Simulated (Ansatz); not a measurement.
# AlH (SMILES [AlH]): levels of theory compared

We compute a comparison of 6 runs (BLYP/3-21G, HSE06/3-21G, PBE/3-21G, B2PLYP/cc-pVTZ, revPBE/cc-pVTZ, UCCSD(T)/cc-pVTZ) of AlH. 

The calculation is run with Ansatz 0.2.0.

53 further runs of the same task are left out: 53 set aside as unsound or not needed.

### Step 1. Starting point

The species is AlH (2 atoms), meant as a singlet with charge 0. SMILES: `[AlH]`. The H2–Al1 distance was set to 3.227 Å, away from the relaxed value.

### Step 2. The energy at BLYP/3-21G (run 1)

job.yaml

```yaml
crystal:
  periodic: [false, false, false]
  atoms:
    - symbol: Al
      position_ang: [0.000000, 0.000000, -1.613430]
    - symbol: H
      position_ang: [0.000000, 0.000000, 1.613470]
basis:
  gaussian:
    orbitals: 3-21G.json
hamiltonian:
  xc: {name: BLYP}
accuracy: high
```

The basis set 3-21G is read from a file made from the Basis Set Exchange's data (not shown).

Started as:

```sh
$ ansatz run job.yaml --threads 1 --pin off --max-ram 2610MiB --events-out events.jsonl --progress --plain --runs-dir runs
```

Output:

```text
Warning: RAYON_NUM_THREADS=1 ignored (pool sized by the plan → 1); use --threads N
Functional definition: BLYP
  name "BLYP"
  parameter beta = 0.0042
  parameter a = 0.04918
  parameter b = 0.132
  parameter c = 0.2533
  parameter d = 0.349
  exchange = b88_x(beta = beta)
  correlation = lyp_c(a = a, b = b, c = c, d = d)
275 factors; integrals over basis functions are off by at most 5.6e-9 eV
mean field evaluation 1: about -6569.3901 eV, gradient 1.8e1 eV
mean field evaluation 2: about -6558.2826 eV, gradient 1.8e1 eV
mean field evaluation 4: about -6571.1353 eV, gradient 1.2e1 eV
mean field evaluation 8: about -6572.7025 eV, gradient 2.0e-1 eV
mean field evaluation 16: about -6572.7020 eV, gradient 5.4e-5 eV
mean field -6572.70202167 eV, -241.5423441588 hartree, gradient 5.1e-9 eV, S^2 0.000000; 0 other end points of the search recorded, 0 dependent functions left out
reference -6572.70205910 eV, -241.5423455346 hartree; 7, 7 occupied and 8, 8 virtual orbitals, 275 factors
Total energy: -6572.70205910 eV, -241.5423455346 hartree
```

It took 0.73 s on 1 thread of Intel Xeon Platinum 8259CL at 2.50GHz (Skylake/Cascade Lake), shared host.

### Step 3. A single-point energy at HSE06/3-21G (run 2)

in.yaml

```yaml
crystal:
  periodic: [false, false, false]
  atoms:
    - {symbol: Al, position_ang: [0.000000, 0.000000, -1.613430]}
    - {symbol: H, position_ang: [0.000000, 0.000000, 1.613470]}
basis:
  gaussian:
    orbitals: 3-21G.json
hamiltonian:
  xc: hse06
accuracy: high
```

The basis set 3-21G is read from a file made from the Basis Set Exchange's data (not shown).

Started as:

```sh
$ ansatz run in.yaml --threads 1 --pin off --max-ram 2610MiB --events-out events.jsonl --progress --plain --runs-dir runs
```

Output:

```text
Warning: RAYON_NUM_THREADS=1 ignored (pool sized by the plan → 1); use --threads N
Functional definition: HSE06
  name "HSE06"
  parameter a = 0.25
  parameter omega = 0.11/bohr
  exchange = pbe_x - a*pbe_x_sr(omega) + a*exact_x_sr(omega)
  correlation = pbe_c
275 factors; integrals over basis functions are off by at most 5.6e-9 eV
72 factors; integrals over basis functions are off by at most 3.5e-10 eV
mean field evaluation 1: about -6566.4075 eV, gradient 1.5e1 eV
mean field evaluation 2: about -6555.7369 eV, gradient 1.7e1 eV
mean field evaluation 4: about -6567.6324 eV, gradient 1.1e1 eV
mean field evaluation 8: about -6569.0729 eV, gradient 5.4e-2 eV
mean field evaluation 16: about -6569.0725 eV, gradient 1.7e-5 eV
mean field -6569.07247117 eV, -241.4089606381 hartree, gradient 8.0e-9 eV, S^2 0.000000; 0 other end points of the search recorded, 0 dependent functions left out
reference -6569.07247350 eV, -241.4089607238 hartree; 7, 7 occupied and 8, 8 virtual orbitals, 275 factors
Total energy: -6569.07247350 eV, -241.4089607238 hartree
```

It took 0.81 s on 1 thread of Intel Xeon Platinum 8259CL at 2.50GHz (Skylake/Cascade Lake), shared host.

Run 3 isn't shown in full; the table further down has it.

### Step 4. The energy at B2PLYP/cc-pVTZ (run 4)

run.yaml

```yaml
crystal:
  periodic: [false, false, false]
  atoms:
    - {symbol: Al, position_ang: [0.000000, 0.000000, -1.613430]}
    - {symbol: H, position_ang: [0.000000, 0.000000, 1.613470]}
basis:
  gaussian:
    orbitals: cc-pVTZ
total_charge: 0
hamiltonian:
  xc: {name: B2PLYP}
correlation:
  frozen_orbitals: {Al: 5, H: 0}
accuracy: high
```

Started as:

```sh
$ ansatz run run.yaml --threads 1 --pin off --max-ram 2610MiB --events-out events.jsonl --progress --plain --runs-dir runs
```

Output (excerpt; [...] marks lines left out):

```text
Warning: RAYON_NUM_THREADS=1 ignored (pool sized by the plan → 1); use --threads N
Functional definition: B2PLYP
  name "B2PLYP"
[...]
575 factors; integrals over basis functions are off by at most 2.9e-9 eV
[...]
mean field -6605.36171826 eV, -242.7425658711 hartree, gradient 3.0e-8 eV, S^2 0.000000; 0 other end points of the search recorded, 0 dependent functions left out; unrestricted orbitals would lower it
5 core orbitals not correlated: weight in the atoms' cores, before any rotation towards them, 1.000 or more for the frozen orbitals, at most 0.000 for the correlated occupied ones
reference -6605.36173682 eV, -242.7425665531 hartree; 2, 2 occupied and 41, 41 virtual orbitals, 575 factors
second order -2.54644042 eV of doubles, -0.00000000 eV of singles
Total energy: -6606.04927573 eV, -242.7678331422 hartree
```

Wall time 1.9 s (1 thread of Intel Xeon Platinum 8259CL at 2.50GHz (Skylake/Cascade Lake), shared host); peak memory 0.11 GiB.

Run 5 isn't shown in full; the table further down has it.

### Step 5. A single-point energy at UCCSD(T)/cc-pVTZ (run 6)

input.yaml

```yaml
crystal:
  periodic: [false, false, false]
  atoms:
    - symbol: Al
      position_ang: [0.000000, 0.000000, -1.613430]
    - symbol: H
      position_ang: [0.000000, 0.000000, 1.613470]
basis:
  gaussian:
    orbitals: cc-pVTZ
magnetization:
  spin_polarized: true
  initial_magnetization: 0
correlation:
  method: ccsd_t
  frozen_orbitals: {Al: 5, H: 0}
accuracy: high
scf:
  omitted_lower_state_checks: [cluster_reference, increment]
```

Started as:

```sh
$ ansatz run input.yaml --threads 1 --pin off --max-ram 2610MiB --events-out events.jsonl --progress --plain --runs-dir runs
```

Output:

```text
Warning: RAYON_NUM_THREADS=1 ignored (pool sized by the plan → 1); use --threads N
[... 17 lines left out ...]
5 core orbitals not correlated: weight in the atoms' cores, before any rotation towards them, 1.000 or more for the frozen orbitals, at most 0.000 for the correlated occupied ones
[... 39 lines left out ...]
Total energy: -6597.44431908 eV, -242.4516068178 hartree
Checks for a lower state left out: cluster_reference, increment
```

Wall time 2.9 s (1 thread of Intel Xeon Platinum 8259CL at 2.50GHz (Skylake/Cascade Lake), shared host); peak memory 0.16 GiB.

### Step 6. All runs side by side

```tsv
run	level	frozen core orbitals	energy (Eh)	wall time
1	BLYP/3-21G	–	-241.542346	0.73 s
2	HSE06/3-21G	–	-241.408961	0.81 s
3	PBE/3-21G	–	-241.395295	0.52 s
4	B2PLYP/cc-pVTZ	5	-242.767833	1.9 s
5	revPBE/cc-pVTZ	–	-242.843996	1.7 s
6	UCCSD(T)/cc-pVTZ	5	-242.451607	2.9 s
```

### Step 7. What came out

| quantity | value |
| --- | --- |
| run 6: total energy | -242.45161 Eh |
| run 6: correlation energy (5 core orbitals frozen) | -67.1 mEh |
| run 6: (T) correction | -3.24 mEh |
| run 6: ⟨S²⟩ of the reference determinant | 0.861 |
| run 6: T1 diagnostic | 0.114 |

What this shows: Totals of different functionals can't be ranked against each other. In run 4 the log says that unrestricted orbitals would lower the reference, so the values rest on an unstable closed-shell determinant (other closed-shell runs at this shape may share the fault). Spin contamination of the reference: run 6 ⟨S²⟩ = 0.86. Where it is this large, the reference is a mixture of spin states, and values that rest on it are in doubt. All runs together took 8.6 s, the longest 2.9 s.
